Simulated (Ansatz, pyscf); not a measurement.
BH₃ + Cl–Cl -> H₂B–Cl + HCl, a four-centre exchange on the singlet surface: B–H, Cl–Cl broken, B–Cl, Cl–H formed. Single points on ωB97X-D3(BJ)/def2-SVP structures (PySCF, gas phase). Wave-function energies: Ansatz (an electronic-structure program), frozen core, RHF or UHF references. In kJ/mol, from the separated reactants.

| level | barrier | reaction energy |
|---|---|---|
| B3LYP-D3(BJ)/def2-TZVP | 137.71 | -263.51 |
| ωB97X-D3(BJ)/def2-TZVP | 187.88 | -271.83 |
| CCSD(T)/cc-pV(D+d)Z | 141.14 | -295.31 |
| CCSDT(Q)/cc-pV(D+d)Z | 130.38 | -295.08 |
| CCSD(T)/cc-pV(T+d)Z | 150.18 | -278.57 |
| CCSD(T)/cc-pV(Q+d)Z | 148.20 | -277.93 |

In cc-pV(D+d)Z, going from CCSD(T) to CCSDT(Q) shifts the barrier by -10.76 and the reaction energy by +0.22 kJ/mol. With HF in the quadruple-zeta basis and the correlation energy extrapolated as X⁻³ from X = 3, 4, CCSD(T) gives 146.08 and -278.08; adding the double-zeta shift gives ΔE‡ = 135.32 and ΔE = -277.86 kJ/mol, without core correlation, relativity or geometry relaxation at these levels. On the reactant side the descent ends in a complex, 21.59 kJ/mol under the separated species and 209.47 kJ/mol under the saddle at ωB97X-D3(BJ)/def2-TZVP. This is the saddle that the search found; another between the same sides may lie lower. A restricted solution here is unstable towards spin polarisation, so biradical character is likely and single-reference numbers are less safe. The CCSD(T) − MP2 part came from Ansatz, without density fitting, on the same reference. The largest closed-shell T1 diagnostic is 0.038, which may signal static correlation.
